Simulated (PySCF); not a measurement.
hydrogen chloride (ClH), SMILES Cl.

Coordinates come from a PBE0-D3(BJ)/def2-TZVPD optimisation.

Two levels are set side by side: TDDFT-PBE/def2-TZVPD (PySCF) and TDDFT-ωB97X/def2-TZVPD (PySCF). Vertical, same geometry. The lowest singlet is HOMO−1→LUMO 99 % with PBE and HOMO→LUMO 80 % with the other functional; states are paired by order. Differences are taken from unrounded values.

```
quantity                               TDDFT-PBE
-------------------------------------  ---------
lowest singlet excitation (eV)              7.28
lowest triplet excitation (TDA) (eV)        6.72
first bright state (f over 0.05) (eV)       9.50
its oscillator strength                     0.13
```

**Question.** These are the TDDFT-PBE values. What does TDDFT-ωB97X give? (The exact figures need the calculation; the answer reports its results.)

**Answer.** 
| quantity | TDDFT-ωB97X | TDDFT-PBE minus TDDFT-ωB97X |
|---|---|---|
| lowest singlet excitation (eV) | 7.90 | -0.62 |
| lowest triplet excitation (TDA) (eV) | 7.30 | -0.58 |
| first bright state (f over 0.05) (eV) | 9.99 | -0.49 |
| its oscillator strength | 0.14 | -0.01 |

A lower first singlet is the usual sign of a functional without exact exchange. Differences between two approximate levels are no errors against the true value.

Rough cost on one machine, each run with all the roots and properties that it gave: TDDFT-ωB97X against TDDFT-PBE about 3 times.
